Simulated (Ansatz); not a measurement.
A nudged elastic band was laid between two geometries of BH$_{2}$O (4 atoms, charge 0, multiplicity 2).

Theory: Ansatz 0.2.0, UKS BHLYP-D4/def2-SVPD.

```json
{"movable images": "9", "climbing image": "yes", "spring": "5.0 eV/Å²", "optimiser": "quadratic models (default)", "start path": "through a guess of the saddle point", "force threshold": "0.05 eV/Å", "iteration limit": "60", "end points": "relaxed"}
```

Image 0:

```xyz
4
Properties=species:S:1:pos:R:3
B -0.013 -0.477 0.397
O 0.132 0.532 -0.452
H -1.064 -1.034 0.540
H 1.001 0.920 -0.505
```

Image 10:

```xyz
4
Properties=species:S:1:pos:R:3
B 0.032 -0.034 0.018
O -0.645 0.664 -0.831
H -0.529 -0.916 0.615
H 1.197 0.226 0.178
```

(1) What changes between the two ends?

(2) Give the energies along the band, and the barrier.

(3) What is the geometry of the highest image?

(4) What are the harmonic wavenumbers there?

## Answers

(1) Bonds broken: O2–H4. Bonds formed: B1–H4.

(2) It converged. The highest image is number 5 of 0 to 10, 1.44 eV above the first end and 1.57 eV above the last; the last end lies 0.14 eV below the first. A vibrational analysis at the climbing image gives one clearly imaginary mode, 1997i cm⁻¹: a first-order saddle point.

| image | path coordinate (Å) | energy (eV) | O2–H4 (Å) | B1–H4 (Å) |
| --- | --- | --- | --- | --- |
| 0 | 0.00 | 0.00 | 0.95 | 1.95 |
| 1 | 0.16 | 0.07 | 0.95 | 1.83 |
| 2 | 0.32 | 0.29 | 0.96 | 1.70 |
| 3 | 0.48 | 0.64 | 0.98 | 1.56 |
| 4 | 0.64 | 1.12 | 1.05 | 1.43 |
| 5 | 0.80 | 1.44 | 1.21 | 1.34 |
| 6 | 0.97 | 1.10 | 1.41 | 1.30 |
| 7 | 1.15 | 0.58 | 1.61 | 1.26 |
| 8 | 1.32 | 0.18 | 1.80 | 1.23 |
| 9 | 1.49 | -0.06 | 1.98 | 1.21 |
| 10 | 1.67 | -0.14 | 2.14 | 1.20 |

(3) 
```xyz
4
Properties=species:S:1:pos:R:3
B -0.050 -0.272 0.143
O -0.113 0.841 -0.513
H -0.786 -1.096 0.592
H 1.004 0.466 -0.242
```

(4) 1997i, 685, 925, 1494, 2225, 2709 cm⁻¹.

The run took 100 s on 1 thread of Arm Neoverse V1, on a shared host, peak memory 0.11 GiB.
